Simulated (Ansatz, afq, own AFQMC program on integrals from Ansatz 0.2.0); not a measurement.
Integrals from Ansatz 0.2.0, then the random walk in our own AFQMC program (afq).

```yaml
crystal:
  periodic: [false, false, false]
  atoms:
    - {symbol: Si, position_ang: [-0.455333, -0.003936, 0.000384]}
    - {symbol: B, position_ang: [1.436895, 0.012421, -0.001212]}
    - {symbol: H, position_ang: [-0.918902, 1.238301, 0.002601]}
    - {symbol: H, position_ang: [-0.901821, -0.632507, 1.079088]}
    - {symbol: H, position_ang: [-0.903670, -0.629345, -1.079390]}
basis:
  gaussian: {orbitals: cc-pVDZ}
magnetization: {spin_polarized: false}
correlation: {method: ccsd_t, electrons: outside_noble_gas, hamiltonian_folder: ham}
```

```sh
$ ansatz run in.yaml --threads 1 --pin off --events-out ev --progress --plain --max-ram 1382MiB
```

afq runs on the folder ham with

```
--method phaseless --trial cid --walkers 160 --populations 1 --least-time 40 --time-step 0.005 --steps-per-block 25 --equilibration-blocks 80 --max-blocks 5 --target-error 0.00076 --factor-cut 1e-05 --seed 5141 --release-times 0.2,0.4 --release-step 0.05 --release-every 8 --taylor-order 4
```

Times are imaginary, in 1/Eh. The walk had a cap of 90 s.

```
orbitals 41  electrons 5 5  factors 317 of 444
reference energy -315.15548334 Eh
CCSD correlation -0.20656152 Eh in 12 cycles, weight of the determinant in the CISD state 0.8533
energy of the start -315.362038 Eh
 block  time / (1/Eh)  mean weight  energy / Eh
     1     0.125  1.0009  -315.359213
     2     0.250  0.9996  -315.358061
     3     0.375  0.9994  -315.357900
     4     0.500  0.9989  -315.358345
     5     0.625  0.9996  -315.358851
     9     1.125  1.0001  -315.361831
    15     1.875  0.9995  -315.365711
    23     2.875  0.9985  -315.368165
    31     3.875  0.9997  -315.366191
    35     4.375  0.9985  -315.363449
    39     4.875  0.9996  -315.363601
    47     5.875  1.0011  -315.365778
    55     6.875  0.9989  -315.364828
    63     7.875  1.0005  -315.371359
    71     8.875  0.9999  -315.367029
    79     9.875  1.0002  -315.367799
    85    10.625  0.9988  -315.366433
no energy: too few blocks
(rows thinned)
```

The run failed at least one of its tests; the cautions name the faults.

A setting was made bad on purpose (too few blocks), but the run ended before it gave an energy.

Cautions: higher spins were not checked; restricted determinant unstable towards unrestricted (UHF 448 meV lower, ⟨S²⟩ 0.74).

A walk keeps the symmetry of its determinant, which the program's search chose and which needn't be the lowest solution, so a lower state of the same spin and another symmetry isn't excluded.
